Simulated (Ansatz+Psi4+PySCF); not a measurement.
# singlet NaCl: levels of theory in one basis

```yaml
atoms:
  - { symbol: Na, position_ang: [0.0000, 0.0000, -1.7420] }
  - { symbol: Cl, position_ang: [0.0000, 0.0000, 1.1272] }
```

Basis set: cc-pCVTZ on Na; cc-pV(T+d)Z on Cl (spherical functions). Left uncorrelated: 6 orbitals. Charge 0, multiplicity 1.

Computed with Ansatz (development build ahead of 0.2.0) and Psi4 1.11; each method stands on the lowest determinant of its kind that the runs found.

| method | E − E(RHF) (eV) | <S²> of the determinant |
| --- | --- | --- |
| RHF | 0.00 | 0.00 |
| RHF-MP2 | -12.65 | – |
| RHF-CCSD | -13.20 | – |
| RHF-CCSD(T) | -13.52 | – |

Caution: stretched shape with no unrestricted run beside it, a lower state can exist.
